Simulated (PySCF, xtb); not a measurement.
## CH5AlO: where a starting geometry ends

The starting geometry of this gas-phase singlet was built from a drawn formula by distance geometry and a force field; its bonds are those of `O[CH2][AlH2]`.

```xyz
8

C    -0.7350    1.5510   -0.5264
Al    0.2372    2.2804   -2.1571
O    -0.2403    0.3220   -0.1617
H    -0.6536   -0.3116   -0.8820
H    -0.5527    2.2962    0.3401
H    -1.8149    1.5999   -0.6853
H     0.1372    1.5427   -3.5060
H     1.0646    3.6983   -2.0501
```

Question: Predict what becomes of its bonds when it is optimised with r2SCAN-D4/def2-SVP.

Answer: It rearranges to `[CH2]1[OH+][AlH2-]1`. Distances that change by over a tenth: C1–O3 (1.37 → 1.53 Å). Contacts that close: Al2–O3 (2.84 → 1.97 Å).

The energy falls by 0.79 eV over 25 steps:

```tsv
step	E − E(last) (eV)
1	0.790
4	0.398
6	0.352
9	0.693
12	0.158
14	0.043
17	0.006
20	0.000
22	0.000
25	0.000
```

Final geometry (Å):

```xyz
8

C    -1.0632    1.8885   -0.6610
Al    0.1500    2.2554   -2.1549
O     0.0270    0.8300   -0.7963
H    -0.3476   -0.0473   -0.9575
H    -0.9911    2.2968    0.3557
H    -2.0440    1.4187   -0.8217
H    -0.2896    1.6660   -3.5662
H     1.4524    3.1344   -1.9409
```

From the same start GFN2-xTB reaches the same bonding as this run.

No frequencies were run, so the end isn't proven a minimum. Run with PySCF 2.14.0, 2.4 min on 2 threads of Arm Neoverse V1, with other jobs on the host.
